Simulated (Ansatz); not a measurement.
C3H4O3, SMILES `COC1OC1=O`, relaxed with RKS PBE0-D4/def2-TZVP in the Gaussian-basis code of Ansatz from a PBE-D4/def2-SVP geometry. The force threshold is 0.005 eV/Å; the program also tests the step.

The species carries charge 0 and has multiplicity 1.

Start:

```xyz
10

C     1.503    0.522   -0.273
O     0.600   -0.403    0.341
C    -0.687   -0.026    0.344
O    -1.572   -0.502   -0.877
C    -1.751   -1.035    0.335
O    -2.444   -1.861    0.859
H     2.526    0.168   -0.048
H     1.368    1.546    0.141
H     1.354    0.547   -1.373
H    -0.896    1.044    0.550
```

| step | energy (eV) | largest force (eV/Å) | largest move (Å) |
| --- | --- | --- | --- |
| 1 | -9309.1892 | 1.588 | 0.000 |
| 2 | -9309.2470 | 0.518 | 0.031 |
| 3 | -9309.2539 | 0.167 | 0.013 |
| 4 | -9309.2549 | 0.139 | 0.019 |
| 5 | -9309.2555 | 0.066 | 0.004 |
| 6 | -9309.2555 | 0.036 | 0.002 |
| 7 | -9309.2556 | 0.009 | 0.002 |
| 8 | -9309.2556 | 0.008 | 0.001 |
| 9 | -9309.2556 | 0.008 | 0.001 |
| 10 | -9309.2556 | 0.001 | 0.000 |

End:

```xyz
10

C     1.486    0.518   -0.273
O     0.598   -0.398    0.357
C    -0.682   -0.025    0.339
O    -1.522   -0.494   -0.861
C    -1.732   -1.020    0.332
O    -2.425   -1.834    0.836
H     2.494    0.170   -0.061
H     1.354    1.526    0.134
H     1.320    0.532   -1.353
H    -0.892    1.024    0.550
```

Run time 12 s (4 threads of an AMD EPYC 9R45 on a shared host); peak host memory 0.52 GiB.
